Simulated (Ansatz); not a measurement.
# CCSDT/STO-3G run of HBS (hydrogen boron sulfide)

Aim: the energy change on altering one bond length of HBS (hydrogen boron sulfide) at CCSDT/STO-3G, from 2 runs. 

The results are computed with Ansatz 0.2.0.

63 further runs of the same task are left out: 8 that didn't finish, 55 set aside as unsound or not needed.

## Step 1: The system as given

The species is HBS (3 atoms), meant as a singlet with charge 0. As SMILES, `B=S`. The coordinates come from a PBE0-D4/def2-TZVP relaxation.

Bond lengths: B1–S2 1.598 Å, B1–H3 1.175 Å. Angles: S2–B1–H3 180.0°.

## Step 2: The energy at CCSDT/STO-3G

Input file run.yaml:

```yaml
crystal:
  periodic: [false, false, false]
  atoms:
    - {symbol: B, position_ang: [-0.038660, -0.014560, 0.134750]}
    - {symbol: S, position_ang: [0.399170, 0.147640, -1.393290]}
    - {symbol: H, position_ang: [-0.360510, -0.133080, 1.258530]}
basis:
  gaussian: {orbitals: STO-3G}
magnetization: {spin_polarized: false}
accuracy: high
scf: {omitted_lower_state_checks: [cluster_reference, increment]}
correlation: {method: ccsdt, frozen_orbitals: {B: 1, H: 0, S: 5}}
```

Started as:

```console
ansatz run run.yaml --threads 1 --pin off --max-ram 3480MiB --events-out events.jsonl --progress --plain --runs-dir runs
```

Output, cut to the lines that bear on the results:

```text
Warning: RAYON_NUM_THREADS=1 ignored (pool sized by the plan → 1); use --threads N
Functional definition: HF
  name "HF"
[...]
243 factors; integrals over basis functions are off by at most 1.6e-8 eV
[...]
mean field -11377.62297392 eV, -418.1199322617 hartree, gradient 4.1e-8 eV, S^2 0.000000; 0 other end points of the search recorded, 0 dependent functions left out
6 core orbitals not correlated: weight in the atoms' cores, before any rotation towards them, 1.000 or more for the frozen orbitals, at most 0.000 for the correlated occupied ones
reference -11377.62297392 eV, -418.1199322617 hartree; 5, 5 occupied and 4, 4 virtual orbitals, 243 factors
second order -2.81174840 eV of doubles, -0.00000000 eV of singles
cycle   1  -2.71581252 eV  change    9.6e-2 eV  update   1.4e-1
[...]
cycle  22  -3.25983697 eV  change   7.8e-10 eV  update  3.9e-10
Total energy: -11380.88281089 eV, -418.2397290607 hartree
Checks for a lower state left out: cluster_reference, increment
```

Wall time 0.24 s (1 thread of Arm Neoverse V1, shared host).

## Step 3: The distorted shape

Input file job.yaml:

```yaml
crystal:
  periodic: [false, false, false]
  atoms:
    - {symbol: B, position_ang: [-0.148110, -0.055107, 0.516733]}
    - {symbol: S, position_ang: [0.399170, 0.147640, -1.393290]}
    - {symbol: H, position_ang: [-0.469960, -0.173627, 1.640513]}
basis:
  gaussian:
    orbitals: STO-3G
correlation:
  method: ccsdt
  frozen_orbitals: {B: 1, H: 0, S: 5}
accuracy: high
scf:
  omitted_lower_state_checks: [cluster_reference, increment]
```

Started as:

```console
ansatz run job.yaml --threads 1 --pin off --max-ram 3480MiB --events-out events.jsonl --progress --plain --runs-dir runs
```

Output, cut to the lines that bear on the results:

```text
Warning: RAYON_NUM_THREADS=1 ignored (pool sized by the plan → 1); use --threads N
Functional definition: HF
  name "HF"
[...]
239 factors; integrals over basis functions are off by at most 1.3e-8 eV
[...]
mean field -11373.84125000 eV, -417.9809564711 hartree, gradient 1.5e-8 eV, S^2 0.000000; 0 other end points of the search recorded, 0 dependent functions left out; unrestricted orbitals would lower it
6 core orbitals not correlated: weight in the atoms' cores, before any rotation towards them, 1.000 or more for the frozen orbitals, at most 0.000 for the correlated occupied ones
reference -11373.84125000 eV, -417.9809564711 hartree; 5, 5 occupied and 4, 4 virtual orbitals, 239 factors
second order -3.14922551 eV of doubles, -0.00000000 eV of singles
cycle   1  -2.61359638 eV  change    5.4e-1 eV  update   3.1e-1
[...]
cycle  31  -4.15731575 eV  change   5.4e-12 eV  update  2.7e-10
Total energy: -11377.99856575 eV, -418.1337350071 hartree
Checks for a lower state left out: cluster_reference, increment
```

It took 0.26 s on 1 thread of Arm Neoverse V1, shared host.

## Step 4: Results

At CCSDT/STO-3G, 6 core orbitals frozen:

| quantity | value |
| --- | --- |
| first shape: total energy | -418.23973 Eh |
| first shape: correlation energy (6 core orbitals frozen) | -119.8 mEh |
| first shape: T1 diagnostic | 0.024 |
| distorted shape: total energy | -418.13374 Eh |
| distorted shape: correlation energy (6 core orbitals frozen) | -152.8 mEh |
| distorted shape: T1 diagnostic | 0.080 |
| energy change with the B1–S2 bond stretched from 1.598 to 1.997 Å | 2.884 eV |

With the B1–S2 bond stretched from 1.598 to 1.997 Å the energy rises by 2.88 eV (67 kcal/mol). The first shape isn't relaxed at this level, so the change isn't measured from a minimum. The minimal basis adds a large error of its own. The T1 diagnostic (first shape) of 0.024 is above the customary mark for such species, so a single reference may not serve. The T1 diagnostic (distorted shape) of 0.080 is above the customary mark for such species, so a single reference may not serve. The restricted solution (distorted shape) is unstable to spin breaking: an unrestricted one lies lower.
